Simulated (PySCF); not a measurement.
C₂H₅NO.
Numbering: `[H]/[N:4]=[CH:3]/[O:2][CH3:1]` (hydrogens: H5, H6, H7 on C1; H8 on C3; H9 on N4)

The calculation used EOM-IP-CCSD/aug-cc-pVDZ in PySCF, restricted Hartree–Fock reference, frozen core, non-relativistic, gas phase, PBE0-D3(BJ)/def2-SVP geometry.

The vertical ionisation energies are 10.22, 10.57, 12.63, 13.04, 14.76, 16.14, 16.56, 18.15 eV.

Question: Which Hartree–Fock orbital leads each hole, and what is its Koopmans value −ε?

Answer: 
```
leading hole (HF orbital)  Koopmans (eV)  EOM-IP-CCSD (eV)  change (eV)  one-hole share
                     HOMO          11.10             10.22        -0.88            0.95
                   HOMO-1          12.04             10.57        -1.47            0.94
                   HOMO-3          14.11             12.63        -1.48            0.95
                   HOMO-2          13.93             13.04        -0.89            0.94
                   HOMO-4          16.00             14.76        -1.24            0.95
                   HOMO-5          17.95             16.14        -1.81            0.93
                   HOMO-6          18.13             16.56        -1.57            0.94
                   HOMO-7          19.96             18.15        -1.81            0.94
```

Question: Does the order of the lines follow the orbital energies?

Answer: No: the HOMO-3 hole (12.63 eV) falls below the HOMO-2 hole (13.04 eV). The corrections run from -1.81 to -0.88 eV, with a mean of -1.39 eV over the 8 lines; no line lies above its Koopmans value. Koopmans values leave out both the relaxation of the orbitals and the change in correlation energy.

Question: At what kinetic energies would He I light (21.22 eV) eject these electrons?

Answer: 11.00 eV (HOMO), 10.65 eV (HOMO-1), 8.59 eV (HOMO-3), 8.18 eV (HOMO-2), 6.46 eV (HOMO-4), 5.08 eV (HOMO-5), 4.66 eV (HOMO-6), 3.07 eV (HOMO-7).

Question: What total energy has the lowest final state, and which wavelength reaches it?

Answer: E(CCSD) + ionisation energy = -208.65547 + 0.37552 = -208.27995 Eh, at the geometry of the initial state. The threshold wavelength is 1239.84 eV nm/10.22 eV = 121.3 nm.

One root was sought for each valence orbital with −ε under 21 eV, eight at most, so deeper holes and satellites are missing; no vibrational structure.

Hardware: Arm Neoverse V1, one thread, no GPU (shared host). Cost: 2.7 min wall, 2.2 GiB resident at most.

The values belong to the conformer `[H]/[N:4]=[CH:3]/[O:2][CH3:1]`: C1–O2–C3–N4 0°.
